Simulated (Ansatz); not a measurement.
H₃NSSi, SMILES `N[Si]S`, charge 0, multiplicity 1.

Q: Give a relaxed structure at PBE0-D4/def2-TZVP (Ansatz 0.2.0). (Best estimate.)

A: The calculation gave: 
Z-matrix (Å, degrees):
```
N
Si 1 1.708
H 1 1.008 2 120.0
H 1 1.009 2 127.9 3 180.0
S 2 2.160 1 97.2 3 180.0
H 5 1.342 2 93.7 1 180.0
```
Point group Cs.
